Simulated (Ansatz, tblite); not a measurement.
# The cluster MoO₂: rung by rung

Aim: run the singlet of the cluster MoO₂ at one geometry on many levels, and compare frontier levels, spin and run time.

Method: as each input shows; program: Ansatz 0.2.0, Gaussian basis.

Levels to be run: GFN1-xTB, GFN2-xTB, PBE-D4/def2-TZVP, r2SCAN-D4/def2-TZVP, BLYP-D4/def2-TZVP, r2SCAN0-D4/def2-TZVP, revPBE-D4/def2-TZVP, HSE06-D4/def2-TZVP, PBE-QIDH/def2-TZVP, PBE+5HF/def2-TZVP, PBE+10HF/def2-TZVP, PBE+15HF/def2-TZVP, PBE+35HF/def2-TZVP, PBE+50HF/def2-TZVP, PBE-D4/def2-SVP, PBE0-D4/def2-SVP, PBE0-D4/def2-TZVPD, PBE-D4/def2-TZVPD, r2SCAN-D4/def2-TZVPD, CCSD(T)/def2-TZVPP, MP2/def2-TZVP, RPA/def2-TZVP, CCSD(T)/def2-TZVPD.

4 further runs of the same task are left out: 1 that didn't finish, 3 set aside as unsound or not needed. Runs told in other sessions of the task aren't counted.

## 1. The relaxed structure

The singlet was relaxed beforehand with r2SCAN-D4/def2-TZVP. At that level it is the lowest of the isomers that a small search found.

3 atoms, charge 0, spin multiplicity 1.

Bond lengths: Mo1–O2 1.674 Å, Mo1–O3 1.674 Å. Angles: O2–Mo1–O3 104.3°.

Mo takes a core potential in the def2 sets. No spin-orbit coupling is included.

PBE0-D4/def2-TZVP was run before; its log isn't repeated, and its numbers join the tables.

## 2. GFN1-xTB

Tight binding, by tblite at 300 K electronic temperature and without a spin-polarisation term:

```python
tblite.interface.Calculator('GFN1-xTB', numbers, positions, charge=0, uhf=0).singlepoint()
```

Energy -311.0355 eV, HOMO -10.29 eV, LUMO -9.37 eV; 0.002 s.

## 3. GFN2-xTB

Tight binding, by tblite at 300 K electronic temperature and without a spin-polarisation term:

```python
tblite.interface.Calculator('GFN2-xTB', numbers, positions, charge=0, uhf=0).singlepoint()
```

Energy -275.2494 eV, HOMO -10.04 eV, LUMO -9.02 eV; 0.002 s.

## 4. PBE-D4/def2-TZVP

start.molden holds the orbitals of an earlier run on this state, given as this run's starting guess.

The input, in.yaml:

```yaml
crystal:
  periodic: [false, false, false]
  atoms:
    - {symbol: Mo, position_ang: [0.265408, -0.521781, 0.355159]}
    - {symbol: O, position_ang: [-1.349147, -0.207250, 0.043683]}
    - {symbol: O, position_ang: [1.083739, 0.729041, -0.398842]}
basis:
  gaussian: {orbitals: def2-TZVP, initial_orbitals: start.molden}
hamiltonian: {xc: pbe, dispersion: d4}
scf: {omitted_lower_state_checks: [starts]}
output: {orbitals: {seedname: orbitals}}
```

On the command line:

```sh
$ ansatz run in.yaml --threads 4 --pin off --events-out ev --progress --plain --max-ram 3916MiB
```

Further steps of the session: r2SCAN-D4/def2-TZVP; BLYP-D4/def2-TZVP; r2SCAN0-D4/def2-TZVP; revPBE-D4/def2-TZVP; HSE06-D4/def2-TZVP; PBE-QIDH/def2-TZVP; PBE+5HF/def2-TZVP; PBE+10HF/def2-TZVP; PBE+15HF/def2-TZVP; PBE+35HF/def2-TZVP; PBE+50HF/def2-TZVP; PBE-D4/def2-SVP; PBE0-D4/def2-SVP; PBE0-D4/def2-TZVPD; PBE-D4/def2-TZVPD; r2SCAN-D4/def2-TZVPD; CCSD(T)/def2-TZVPP; MP2/def2-TZVP; RPA/def2-TZVP; CCSD(T)/def2-TZVPD.

**Question.** What will the summary of the whole plan be? Wanted: gap in def2-TZVP, named functionals, smallest and largest; gap over the share of exact exchange; correlation energy, CCSD(T)/def2-TZVPP; correlation energy, MP2/def2-TZVP; correlation energy, CCSD(T)/def2-TZVPD; binding an atom, functionals in def2-TZVP; PBE0 total energy, smallest basis above largest.

As calculated:

| quantity | value |
| --- | --- |
| gap in def2-TZVP, named functionals, smallest and largest | 0.26 eV (PBE-D4), 2.65 eV (r2SCAN0-D4) |
| gap over the share of exact exchange | 0.26 eV at 0, 4.42 eV at 0.5 |
| correlation energy, CCSD(T)/def2-TZVPP | -28.75 eV |
| correlation energy, MP2/def2-TZVP | -26.61 eV |
| correlation energy, CCSD(T)/def2-TZVPD | -26.74 eV |
| binding an atom, functionals in def2-TZVP | 3.12 (r2SCAN0-D4) to 4.35 eV (BLYP-D4) |
| PBE0 total energy, smallest basis above largest | 5.61 eV (def2-SVP, def2-TZVPD) |

What this shows: Over the named functionals in def2-TZVP the gap runs from 0.26 eV (PBE-D4) to 2.65 eV (r2SCAN0-D4); exact exchange widens it. Raising the share of exact exchange from 0 to 0.5 moves the HOMO by -2.15 eV and the LUMO by +2.00 eV. Notes on CCSD(T)/def2-TZVPP and its Hartree-Fock reference, which MP2 shares: large T1 diagnostic, restricted state is unstable towards broken spin symmetry.
